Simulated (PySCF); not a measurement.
C4H5ClO.
Atom-mapped SMILES: `[O:1]=[C:2]([Cl:3])[CH:4]1[CH2:5][CH2:6]1` (hydrogens: H7 on C4; H8, H9 on C5; H10, H11 on C6)

Method used: PBE0-D3(BJ)/def2-SVP geometry optimisation, gas phase (PySCF).

What internal coordinates does the optimisation give?

```tsv
bond	length (pm)
O1=C2	118.3
C2–Cl3	180.9
C2–C4	147.5
C4–C5, C4–C6	151.2
C5–C6	148.2
C4–H7	109.3
C5–H8, C6–H11	109.2
C5–H9, C6–H10	109.2
```

Bonds in one row agree within 1 pm and their mean is given. A selection of angles:
```tsv
angle	degrees
O1–C2–Cl3	119.8
O1–C2–C4	126.5
Cl3–C2–C4	113.7
C2–C4–C5	121.6
C2–C4–H7	110.6
C5–C4–C6	58.7
C5–C4–H7	117.8
C4–C5–C6	60.7
C4–C5–H8	116.6
C4–C5–H9	115.9
C6–C5–H8	117.7
C6–C5–H9	119.4
H8–C5–H9	115.4
```

Torsions: O1–C2–C4–C5 144° (anticlinal); C2–C4–C5–C6 110° (anticlinal); C2–C4–C6–C5 -110° (anticlinal).

The 3-membered ring C4–C5–C6 has internal angles of 58.7° to 60.7°. Of the pairs four or more bonds apart, Cl3···H11 is among the closest relative to their van der Waals radii: 2.73 Å, 93 % of the sum of Bondi's values. The 4 C–C bonds span 1.475 Å (C2–C4, drawn single) to 1.512 Å (C4–C5, drawn single), a spread of 0.037 Å.

Point group: Cs (tolerance 0.08 Å). Whether it is a minimum is left open (no frequencies). One conformer, not necessarily the lowest.
